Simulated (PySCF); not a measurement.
Gas-phase thermal properties of CH3Si(OH)3

Energies from PySCF (xtb for GFN2), thermal terms from the rigid-rotor harmonic-oscillator model, ideal gas at 1 bar. 6-31G* has spherical d functions here. All species are closed-shell singlets. B3LYP is the form with VWN-RPA correlation. No R ln 2 is added for the mirror-image form of CH3Si(OH)3. CH3Si(OH)3: computed as isolated molecules; such fragments, hydroxides, amides, oligomers or adducts are transient or little studied in the gas. The harmonic model lacks anharmonicity and excited electronic states, which grow with temperature; levels with a mode under 35 cm⁻¹ are left out. Internal rotation in CH3Si(OH)3 is treated as a harmonic vibration of one conformer, which makes the entropy rough. Warning, point group unlike the PBE0 one: CH3Si(OH)3 (GFN2-xTB).

```
level           point group  σ  ZPE (kJ/mol)  S°298 (J/mol/K)  Cp298 (J/mol/K)  S°1000 (J/mol/K)  H1000 − H298 (kJ/mol)
--------------  -----------  -  ------------  ---------------  ---------------  ----------------  ---------------------
B3LYP/6-31G*             C1  1         209.1            355.4            122.0             552.5                  119.7
GFN2-xTB                 C3  3         204.7            350.5            124.2             549.1                  120.5
HF/6-31G*                C1  1         223.2            347.7            117.7             539.9                  116.9
PBE/def2-SVP             C1  1         202.3            361.8            126.0             563.2                  122.0
PBE0/def2-TZVP           C1  1         210.1            352.4            122.9             550.7                  120.3
```
σ: rotational symmetry number. Electronic degeneracy used: 1. Frequencies are unscaled.
